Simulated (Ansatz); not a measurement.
# CH6B2 (SMILES BBC): single points off equilibrium

How do the functionals fare away from a minimum? The structure is a frame of a short trajectory.

The runs use Ansatz 0.2.0, Gaussian basis; single points in def2-TZVPP.

Cores are frozen in the correlated methods.

**1. The system as given**

SMILES `BBC`, 9 atoms, charge 0, spin multiplicity 1.

Atoms are counted from 1 here; the program's logs count them from 0.

Bond lengths: B1–B2 1.687 Å, B1–H4 1.258 Å, B1–H5 1.293 Å, B2–C3 1.586 Å, B2–H6 1.256 Å, C3–H7 1.149 Å, C3–H8 1.054 Å, C3–H9 1.183 Å. Angles: B2–B1–H4 106.9°, B2–B1–H5 126.0°, H4–B1–H5 127.0°, B1–B2–C3 126.0°, B1–B2–H6 116.0°, C3–B2–H6 117.8°, B2–C3–H7 109.7°, B2–C3–H8 113.3°, B2–C3–H9 111.9°, H7–C3–H8 109.1°, H7–C3–H9 99.1°, H8–C3–H9 112.8°.

Geometry (Å):

| atom | x (Å) | y (Å) | z (Å) |
| --- | --- | --- | --- |
| B1 | -0.5926 | 0.8847 | -1.2504 |
| B2 | -0.2012 | 0.4326 | 0.3273 |
| C3 | 0.5675 | -0.8862 | 0.7562 |
| H4 | -1.7223 | 0.3921 | -1.5019 |
| H5 | 0.1060 | 1.6606 | -2.0140 |
| H6 | -0.6354 | 1.1802 | 1.2385 |
| H7 | -0.1806 | -1.6515 | 1.1743 |
| H8 | 1.1090 | -1.3286 | -0.0328 |
| H9 | 1.2240 | -0.7180 | 1.7255 |

**2. PBE-D4/def2-TZVPP**

Input file run/in.yaml:

```yaml
crystal:
  periodic: [false, false, false]
  atoms:
    - {symbol: B, position_ang: [-0.592629, 0.884659, -1.250448]}
    - {symbol: B, position_ang: [-0.201203, 0.432553, 0.327260]}
    - {symbol: C, position_ang: [0.567456, -0.886184, 0.756230]}
    - {symbol: H, position_ang: [-1.722290, 0.392138, -1.501872]}
    - {symbol: H, position_ang: [0.106002, 1.660617, -2.013953]}
    - {symbol: H, position_ang: [-0.635358, 1.180170, 1.238460]}
    - {symbol: H, position_ang: [-0.180585, -1.651486, 1.174322]}
    - {symbol: H, position_ang: [1.109005, -1.328616, -0.032846]}
    - {symbol: H, position_ang: [1.223967, -0.717971, 1.725547]}
basis:
  gaussian: {orbitals: def2-TZVPP}
hamiltonian: {xc: pbe, dispersion: d4}
output: {forces: true}
```

The run is started by

```console
$ ansatz run in.yaml --threads 2 --pin off --events-out ev --progress --plain --max-ram 3481MiB
```

**3. r2SCAN-D4/def2-TZVPP**

run/in.yaml: that of step 2 with these lines changed.

```diff
@@ -14,3 +14,3 @@
   gaussian: {orbitals: def2-TZVPP}
-hamiltonian: {xc: pbe, dispersion: d4}
+hamiltonian: {xc: r2scan, dispersion: d4}
 output: {forces: true}
```

**4. PBE0-D4/def2-TZVPP**

run/in.yaml: that of step 3 with these lines changed.

```diff
@@ -14,3 +14,3 @@
   gaussian: {orbitals: def2-TZVPP}
-hamiltonian: {xc: r2scan, dispersion: d4}
-output: {forces: true}
+hamiltonian: {xc: pbe0, dispersion: d4}
+output: {forces: true, orbitals: {seedname: orbitals}}
```

**5. wB97M-V/def2-TZVPP**

run/in.yaml: that of step 4 with these lines changed.

```diff
@@ -14,3 +14,3 @@
   gaussian: {orbitals: def2-TZVPP}
-hamiltonian: {xc: pbe0, dispersion: d4}
-output: {forces: true, orbitals: {seedname: orbitals}}
+hamiltonian: {xc: {name: wB97M-V}}
+output: {forces: true}
```

**6. CCSD(T)/def2-TZVPP**

run/in.yaml: that of step 5 with these lines changed.

```diff
@@ -14,3 +14,3 @@
   gaussian: {orbitals: def2-TZVPP}
-hamiltonian: {xc: {name: wB97M-V}}
+correlation: {method: ccsd_t}
 output: {forces: true}
```

(Steps that only read results are left out.)

**Question.** What will these runs give? Wanted: energy less free atoms, CCSD(T)/def2-TZVPP; RMS force component; RMS force error; HOMO and LUMO, PBE0-D4; T1 diagnostic.

**Answer**, as computed:

| quantity | value |
| --- | --- |
| energy less free atoms, CCSD(T)/def2-TZVPP | -729.2 kcal/mol |
| RMS force component | 0.939 to 1.017 eV/Å over the methods |
| RMS force error | PBE-D4 0.201, r2SCAN-D4 0.131, PBE0-D4 0.107, wB97M-V 0.080 eV/Å |
| HOMO and LUMO, PBE0-D4 | -7.75 and -1.70 eV |
| T1 diagnostic | 0.012 |

What this shows: Against CCSD(T) the functionals' energies less atoms differ by -29.1 to -21.5 kcal/mol, PBE-D4 by -29.1 kcal/mol. The reference is not at the basis limit: in triple zeta CCSD(T) underbinds, which counts against methods that bind more; the gaps are no ranking. On forces the order runs from wB97M-V to PBE-D4. Frozen-core CCSD(T) forces in triple zeta carry basis errors of their own, and this is one geometry, so small gaps rank nothing.
